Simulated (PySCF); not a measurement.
**Vibration and rotation of SiB⁺**

PBE0 constants of SiB⁺, ³Π (triplet), unpaired electrons σ ↑, π ↑ (Si def2-TZVP, B def2-TZVP; no relativity (PySCF 2.14); masses 27.9769 and 11.0093 u):

* ωe: 553.5 cm⁻¹
* ωexe: 6.8 cm⁻¹
* Be: 0.4862 cm⁻¹
* αe: 0.00663 cm⁻¹
* De to Si⁺ + B: 2.81 eV

Question: What force constant and bond length do these constants imply?

Answer: Reduced mass μred = 7.9004 u; k = 5.8918×10⁻⁷·μred·ωe² (u, cm⁻¹, mdyn/Å) = 1.43 mdyn/Å; Re = √(16.8576/(μred·Be)) (u, cm⁻¹, Å) = 2.095 Å.

Question: Estimate the centrifugal constant D from the Kratzer relation and find the Dunham coefficient a1.

Answer: D = 4Be³/ωe² = 1.5e-06 cm⁻¹; a1 = −1 − αeωe/(6Be²) = -3.59.

For an ion De counts to the pair picked by the measured ionisation energies or electron affinities, which need not be the lowest pair at this level. The state is the lowest determinant that a PBE0 search found; another state may lie lower at other levels.
